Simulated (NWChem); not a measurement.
Molecule: NH₂, doublet; SMILES [NH2]

Computed with NWChem. Spin-unrestricted. In the optimisation the excess spin sits in b2 (C2v, its own frame). The geometry was optimised at PBE0-D3(BJ)/def2-TZVP, spin-unrestricted. No stability test was run on the SCF state. B3LYP is NWChem's, with the RPA form of VWN correlation. Level: B3LYP/def2-SVP with COSMO at NWChem's default radii, gas-phase geometry; rows give the dielectric constant. Reactions with the solvent are ignored.

```tsv
dielectric constant	electrostatic solvation energy (kcal/mol)	dipole in solution (D)
1.5	-1.4	2.00
2.0	-2.2	2.05
4.8	-3.6	2.14
20.7	-4.4	2.20
78.4	-4.6	2.21
```
